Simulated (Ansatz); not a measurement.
**CH2N2: small, medium and large basis sets**

How large a basis does CH2N2 need? Two functionals and correlated methods are run in growing sets.

Program: Ansatz 0.2.0, Gaussian basis. Level of theory: one geometry, several basis sets. These are calculated values, not measurements.

Plan: PBE0-D4/def2-SVP; ωB97M-V/def2-SVP; PBE0-D4/def2-QZVPP; ωB97M-V/def2-QZVPP; CCSD(T)/cc-pV(D+d)Z; CCSD(T)/cc-pV(T+d)Z; CCSD(T)/cc-pV(Q+d)Z; the functionals' def2-TZVPP values are taken from earlier runs.

## (1) Structure used throughout

An earlier PBE0-D4 in a triple-zeta def2 set relaxation fixed the geometry.

SMILES `N=C=N`, 5 atoms, charge 0, spin multiplicity 1.

Atoms are counted from 1 here; the program's logs count them from 0.

Bond lengths: N1–C2 1.217 Å, N1–H4 1.010 Å, C2–N3 1.217 Å, N3–H5 1.010 Å. Angles: C2–N1–H4 119.5°, N1–C2–N3 171.2°, C2–N3–H5 119.5°.

## (2) PBE0-D4 in def2-SVP

in.yaml

```yaml
crystal:
  periodic: [false, false, false]
  atoms:
    - {symbol: N, position_ang: [-1.211747, -0.218193, -0.051266]}
    - {symbol: C, position_ang: [0.002652, -0.150372, -0.091018]}
    - {symbol: N, position_ang: [1.208470, -0.241367, -0.227648]}
    - {symbol: H, position_ang: [-1.762822, 0.608214, -0.234881]}
    - {symbol: H, position_ang: [1.813347, -0.071983, 0.563415]}
basis:
  gaussian: {orbitals: def2-SVP}
hamiltonian: {xc: pbe0, dispersion: d4}
output: {orbitals: {seedname: orbitals}}
```

Run with:

```sh
ansatz run in.yaml --threads 4 --pin off --events-out ev --progress --plain --max-ram 10444MiB
```

The runs that follow: ωB97M-V in def2-SVP; PBE0-D4 in def2-QZVPP; ωB97M-V in def2-QZVPP; CCSD(T) in cc-pV(D+d)Z; CCSD(T) in cc-pV(T+d)Z; CCSD(T) in cc-pV(Q+d)Z.

Before running them: what should the planned runs give, taken together? Wanted: MP2 correlation recovered, cc-pV(D+d)Z; MP2 correlation recovered, cc-pV(T+d)Z; MP2 correlation recovered, cc-pV(Q+d)Z; CCSD(T) limit from def2 sets; PBE0-D4: double and triple zeta above quadruple; ωB97M-V: double and triple zeta above quadruple.

**Answer**, as computed:

```
                                                                 quantity          value
                                   MP2 correlation recovered, cc-pV(D+d)Z         72.7 %
                                   MP2 correlation recovered, cc-pV(T+d)Z         89.5 %
                                   MP2 correlation recovered, cc-pV(Q+d)Z         95.7 %
CCSD(T) limit from def2 sets (earlier runs) less the limit of this series         13 meV
                          PBE0-D4: double and triple zeta above quadruple  4.96, 0.23 eV
                          ωB97M-V: double and triple zeta above quadruple  5.14, 0.21 eV
```

**Reading.** PBE0-D4 gains 4.74 eV from double to triple zeta, then 0.23 eV more. In cc-pV(D+d)Z MP2 holds 73 % of its limit, in cc-pV(Q+d)Z 96 %, while Hartree-Fock is within 0.092 eV in the largest set. A limit from the def2 sets, made apart, differs by 13 meV, a least measure of the doubt on such a limit. Total energies overstate the basis error of differences, where much of it tends to cancel. The LUMO of ωB97M-V is positive and keeps falling with the basis (3.17 to 1.59 eV): an unbound level that the basis holds in place.
